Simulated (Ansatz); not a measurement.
Born–Oppenheimer molecular dynamics of CH4BF (7 atoms, charge 0, multiplicity 1). It starts from a relaxed structure.

Level of theory: RKS B3LYP-D4/def2-SVP in Ansatz 0.2.0.

```yaml
ensemble: NVE (velocity Verlet)
time_step: 0.5 fs
steps_asked: 150
starting_velocities_drawn_for: 1000 K
masses: H 2.014 u
seed: 536666
```

First frame:

```xyz
7
Properties=species:S:1:pos:R:3
C -0.566 0.333 -0.179
B 0.732 -0.439 0.215
F 1.025 -1.607 -0.346
H -1.187 -0.185 -0.926
H -0.297 1.332 -0.566
H -1.173 0.525 0.725
H 1.527 -0.027 1.033
```

**Question.** How far do the bonds stretch over the last three quarters of this one trajectory? (Pairs bonded in most of those frames.)

**Answer.** 
```json
{"bond": "C1–B2", "mean (Å)": "1.582", "spread (Å)": "0.082", "shortest": "1.42", "longest": "1.70"}
{"bond": "C1–H4", "mean (Å)": "1.109", "spread (Å)": "0.043", "shortest": "1.03", "longest": "1.19"}
{"bond": "C1–H5", "mean (Å)": "1.106", "spread (Å)": "0.036", "shortest": "1.05", "longest": "1.17"}
{"bond": "C1–H6", "mean (Å)": "1.114", "spread (Å)": "0.033", "shortest": "1.05", "longest": "1.17"}
{"bond": "B2–F3", "mean (Å)": "1.337", "spread (Å)": "0.038", "shortest": "1.26", "longest": "1.42"}
{"bond": "B2–H7", "mean (Å)": "1.221", "spread (Å)": "0.042", "shortest": "1.16", "longest": "1.29"}
```

Mean temperature of the second half: 493 K. The conserved energy stayed within 0.44 meV per atom of its start (net change 0.28 meV per atom), so the integration is sound. The temperature averaged 0.49 of the 1000 K drawn at the start: a run that starts near a minimum puts about half its kinetic energy into the potential. A run of 0.075 ps of so small a system gives no equilibrium averages.

The run took 2.5 min on 1 CPU thread of a shared host.
